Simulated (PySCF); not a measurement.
Compound: hydrogen cyanide, HCN.
SMILES: `C#N`

Method: PySCF 2.14.0, BHandHLYP/def2-TZVP geometry optimisation, gas phase.

Masses are those of the commonest isotopes; rigid-rotor values at the optimised geometry. 

Problem. What are the moment of inertia and the rotational constant?

Solution. I = 11.006 u·Å², B = 505379 MHz·u·Å²/I = 45918 MHz (1.5317 cm⁻¹, or 2.204 K as hB/k).

Problem. List the first levels of a rigid rotor in a Σ state.

Solution. E(J) = BJ(J+1): J = 1: 3.063, J = 2: 9.190, J = 3: 18.380, J = 4: 30.633, J = 5: 45.950, J = 6: 64.330 cm⁻¹.

Problem. Where do the first rotational lines fall?

Solution. The dipole is 3.13 D; J+1 ← J lies at 2B(J+1): 1 ← 0 at 91.84 GHz, 2 ← 1 at 183.67 GHz, 3 ← 2 at 275.51 GHz, 4 ← 3 at 367.35 GHz, 5 ← 4 at 459.18 GHz, 6 ← 5 at 551.02 GHz.

No frequency check. Zero-point vibration and centrifugal distortion are left out.

Time: 1.9 s; peak memory 0.27 GiB. Hardware: an Arm Neoverse V1 with one thread, on a shared host. These figures are those of the optimisation.
